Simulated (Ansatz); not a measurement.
# [Br···H···CH$_{3}$], doublet: transfer scan

Starting geometry:

```yaml
atoms:
  - { symbol: Br, position_ang: [-0.4593, 0.0000, 0.0000] }
  - { symbol: H, position_ang: [0.9613, 0.0000, 0.0000] }
  - { symbol: C, position_ang: [2.3767, 0.0000, 0.0000] }
  - { symbol: H, position_ang: [2.3767, -1.0800, 0.0000] }
  - { symbol: H, position_ang: [2.3767, 0.5400, 0.9353] }
  - { symbol: H, position_ang: [2.3767, 0.5400, -0.9353] }
```

From there H2 is moved from one fragment to the other while all else, the fragments' distance too, stays fixed; atoms are numbered as listed. Energies are in kcal/mol, counted from the starting geometry at the same level. Kohn–Sham curves are unrestricted where that lies lower.

Basis cc-pVDZ; Ansatz 0.2.0. Correlated methods freeze the noble-gas cores and the filled d shells of p-block atoms. Prefix R: restricted or restricted open-shell reference; prefix U: unrestricted. No spin–orbit coupling is included, and no scalar relativity.

In so small a basis the reference is far from its limit while semilocal and hybrid functionals are nearer theirs (RPA and double hybrids share much of the reference's basis error), so the functionals' errors here hold much of the reference's basis and frozen-core error, which can add to them or hide them.

Full CI isn't at hand for all of this; UCCSDT(Q) serves as the reference, and is uncertain by about the last step of the cluster series.

```
distance Br1-H2 (Å)  UCCSDT(Q)   PBE  r2SCAN  PBE0  B3LYP  CAM-B3LYP  wB97M-V  B2PLYP  RPA-PBE
              1.421        0.0   0.0     0.0   0.0    0.0        0.0      0.0     0.0      0.0
              1.467       -1.4  -2.4    -1.8  -1.9   -2.0       -1.7     -1.7    -1.7     -1.8
              1.560       -2.8  -5.0    -3.6  -4.0   -4.3       -3.7     -3.7    -3.6     -4.0
              1.653       -2.7  -5.3    -3.3  -4.0   -4.6       -4.0     -4.1    -3.8     -4.5
              1.746        0.0  -1.9     0.1  -0.8   -1.8       -1.3     -1.9    -1.1     -2.0
```
